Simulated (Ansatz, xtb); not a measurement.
**Relative energy of two isomers of C2H4FNO**

Structure I: `N[C@@H]1O[C@@H]1F`, a singlet. Structure II: `N[C@@]1(F)CO1`, a singlet. Both are isolated molecules in the gas phase, relaxed with B3LYP/def2-SVP; the shapes shown needn't be the lowest conformers.

I (Å):

```xyz
9

C    -1.3045   -0.6050    0.4686
C    -0.6440   -0.0847   -0.7239
F    -1.0669    1.1297   -1.1902
N    -2.3464    0.1034    1.0684
O     0.0795   -0.0529    0.4439
H    -2.3465    0.0387    2.0842
H    -2.3749    1.0779    0.7766
H    -1.3070   -1.6841    0.6638
H    -0.2642   -0.6884   -1.5609
```

II (Å):

```xyz
9

C    -1.1736   -0.1993    0.6279
C    -0.3838    0.0560   -0.5706
F    -0.5740   -0.8203    1.6740
N    -2.5522   -0.4812    0.6394
O    -0.6847    1.0887    0.4067
H    -2.9613   -0.2161    1.5362
H    -3.0381    0.0177   -0.1021
H     0.6635   -0.2702   -0.5950
H    -0.8688    0.1742   -1.5491
```

Energies in hartree; the thermal terms are from B3LYP/def2-SVP harmonic frequencies (ideal gas, rigid rotor, one conformer each, 298.15 K, 1 atm) and include the zero-point energy:

|  | I | II |
| --- | --- | --- |
| E, CCSD(T)/def2-SVP | −307.382802 | −307.383737 |
| E, MP2/def2-SVP | −307.330456 | −307.331208 |
| E, MP2/def2-TZVPP | −307.918694 | −307.918640 |
| zero-point energy | 0.067179 | 0.066425 |
| H(298 K) − E | 0.072869 | 0.072184 |
| G(298 K) − E | 0.039630 | 0.038887 |

Problem. Correct the CCSD(T) difference for the basis set by the MP2 change, then work out ΔE, ΔE₀, ΔH and ΔG for I → II in kJ/mol (1 Eh = 2625.50 kJ/mol) and the equilibrium ratio [II]/[I].

Solution. 1. Differences II − I: CCSD(T) −0.000935, MP2 in the small set −0.000752, MP2 in the large set +0.000054 Eh.
2. ΔE = −0.000935 + (+0.000054 − (−0.000752)) = −0.000129 Eh = −0.34 kJ/mol.
3. ΔE₀ = ΔE + ΔZPE = −0.000129 + (−0.000754) Eh = −2.32 kJ/mol.
4. ΔH = ΔE + (−0.000685) Eh = −2.14 kJ/mol.
5. ΔG = ΔE + (−0.000743) Eh = −2.29 kJ/mol, so ΔS = (ΔH − ΔG)/T = +0.5 J/(mol K).
6. kT = 0.9442 mEh, so K = [II]/[I] = exp(−ΔG/kT) = exp(+0.92) ≈ 2.5.

The two are too close for this level to say which is favoured. An error of 4 kJ/mol in ΔG would change K by a factor of 5. Mirror images and further conformers aren't counted.

As drawn, both hold the same kinds of bond in the same numbers.

Other levels gave ΔE = −9.3 (GFN2-xTB); −11.0 (HF/STO-3G, GFN2-xTB geometries); +1.5 (r2SCAN-D4/def2-SVP, GFN2-xTB geometries); +1.8 (B3LYP/def2-SVP); −7.8 (HF/def2-SVP); −2.0 (MP2/def2-SVP); −2.5 (CCSD(T)/def2-SVP) kJ/mol. The correlated steps freeze 5 core orbitals. Programs: Ansatz 0.2.0, xtb 6.7.1.
